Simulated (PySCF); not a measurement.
**Spin states of Si2**

Unrestricted PBE0; basis Si def2-TZVPPD; no relativity; PySCF 2.14. Outer shells of the fragments: Si 3s2 3p2; Si 3s2 3p2.

Followed along the bond (rough minima from three points):

```json
{"2Ms+1": "3", "unpaired": "π ↑↑", "⟨S²⟩ at the start": "2.01", "R at minimum (Å)": "2.26", "Te (eV)": "0.00"}
{"2Ms+1": "3", "unpaired": "σ ↑, π ↑", "⟨S²⟩ at the start": "2.01", "R at minimum (Å)": "2.15", "Te (eV)": "0.17"}
{"2Ms+1": "1", "unpaired": "π ↑↓", "⟨S²⟩ at the start": "1.01", "R at minimum (Å)": "2.26", "Te (eV)": "0.20"}
{"2Ms+1": "1", "unpaired": "σ ↓, π ↑", "⟨S²⟩ at the start": "1.03", "R at minimum (Å)": "2.15", "Te (eV)": "0.31"}
{"2Ms+1": "1", "unpaired": "none", "⟨S²⟩ at the start": "0.00", "R at minimum (Å)": "2.29", "Te (eV)": "0.90"}
```

Solutions found at the starting distance of 2.230 Å, counted from the lowest of them; the search is not exhaustive and high or unbound solutions are not listed, so other states can lie among these:

| 2Ms+1 | unpaired | term | E (eV) | ⟨S²⟩ | ⟨Lz²⟩ |
| --- | --- | --- | --- | --- | --- |
| 3 | π ↑↑ | ³Σ⁻ | 0.00 | 2.01 | 0.00 |
| 1 | π ↑↓ | mixed | 0.20 | 1.01 | 2.03 |
| 3 | σ ↑, π ↑ | ³Π | 0.21 | 2.01 | 1.01 |
| 1 | σ ↓, π ↑ | mixed | 0.35 | 1.03 | 1.01 |
| 1 | none | mixed | 0.92 | 0.00 | 2.00 |
| 5 | σ ↑, π ↑↑↑ | ⁵Π | 1.52 | 6.00 | 1.01 |

A term symbol is given only where ⟨S²⟩ and ⟨Lz²⟩ are close to those of a pure state; real π, δ and φ orbitals otherwise mix terms, and g/u labels are left off.
